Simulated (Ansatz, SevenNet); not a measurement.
Equilibrium lattice constant a (Å) of solids drawn from the class of oxides, at two levels: the machine-learned potential SevenNet-l3i5 (trained on PBE and PBE+U data), and r²SCAN in Ansatz (plane waves, PAW).

```
solid                    SevenNet-l3i5  r²SCAN
-----------------------  -------------  ------
rock-salt CaO                    4.842   4.795
cubic perovskite BaZrO₃          4.255   4.205
rock-salt SrO                    5.206       ?
cubic perovskite BaHfO₃          4.203   4.177
rock-salt MgO                    4.255   4.204
cubic perovskite KTaO₃           4.031   3.990
```

**Question.** Estimate the withheld r²SCAN value from the other rows.

**Answer.** One way: carry over the typical ratio. The ratios r²SCAN / SevenNet-l3i5 of the other rows, in order: 0.9880, 0.9882, 0.9898, 0.9903, 0.9938; median 0.9898. Rock-salt SrO: 5.206 × 0.9898 = 5.153 Å; the run gives 5.160 Å. The ratios spread from 0.9880 to 0.9938, so such an estimate is rough.

Over all 6 rows r²SCAN is the larger in 0.

Ansatz's runs of these crystals have no spin polarisation.

Spin–orbit coupling is left out, also for the solids with elements from indium on (cubic perovskite BaZrO3, cubic perovskite BaHfO3, cubic perovskite KTaO3); its size isn't shown.

Ansatz's density-functional and Hartree–Fock values are scalar-relativistic unless marked +SOC, with PAW data made under PBE.

Ansatz is an electronic-structure program.
